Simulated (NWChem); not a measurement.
System: methanethiol (CH₄S); SMILES CS

Input file for NWChem:

```
start job
memory heap 200 mb stack 900 mb global 1100 mb
geometry units angstroms noautoz
  C      0.007372     1.144073     0.000000
  S      0.073678    -0.666908     0.000000
  H     -0.485965     1.537229     0.899863
  H      1.050474     1.489261     0.000000
  H     -0.485965     1.537229    -0.899863
  H     -1.259317    -0.880595     0.000000
end
basis spherical
  * library def2-svp
end
dft
  xc b3lyp
  iterations 150
  mulliken
end
task dft energy
```

All runs use the structure optimised with PBE0/def2-SVP. B3LYP is NWChem's, with the RPA form of VWN correlation.

Problem. Predict the main results of this run. (B3LYP/def2-SVP.) Quantities: basis functions; energy (Ha); highest occupied level (eV); orbital gap (eV); dipole (D).

Solution. 
```json
{
  "number_of_basis_functions": "52",
  "energy (Ha)": "-438.56",
  "highest occupied level (eV)": "-6.30",
  "orbital gap (eV)": "7.12",
  "dipole (D)": "1.46"
}
```
